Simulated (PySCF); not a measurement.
## Vibration and rotation of BP⁺

UHF-CCSD(T) constants of BP⁺, ⁴Σ⁻ (quartet), unpaired electrons σ ↑, π ↑↑ (basis B jorge-DZP-DKH, P jorge-DZP-DKH; spin-free X2C with a Gaussian nucleus; PySCF 2.14; masses 11.0093 and 30.9738 u):

* ωe: 646.6 cm⁻¹
* ωexe: 10.4 cm⁻¹
* Be: 0.56696 cm⁻¹
* αe: 0.00920 cm⁻¹
* De to B⁺ + P: 1.81 eV

(1) What force constant and bond length do these constants imply?

(2) Estimate the centrifugal constant D from the Kratzer relation and find the Dunham coefficient a1.

Correlated steps freeze 6 core orbitals. Correlated levels converge slowly with the basis: in double zeta they bind strong bonds too weakly, by up to about 1 eV, and carry superposition errors of some tenths. For an ion De counts to the pair picked by the measured ionisation energies or electron affinities, which need not be the lowest pair at this level. The CCSD T1 diagnostic is raised, a sign that a single reference may not be enough here. The state is the lowest determinant that a PBE0 search found; another state may lie lower at other levels.

Answers

(1) Reduced mass μred = 8.1223 u; k = 5.8918×10⁻⁷·μred·ωe² (u, cm⁻¹, mdyn/Å) = 2.00 mdyn/Å; Re = √(16.8576/(μred·Be)) (u, cm⁻¹, Å) = 1.913 Å.

(2) D = 4Be³/ωe² = 1.74e-06 cm⁻¹; a1 = −1 − αeωe/(6Be²) = -4.08.
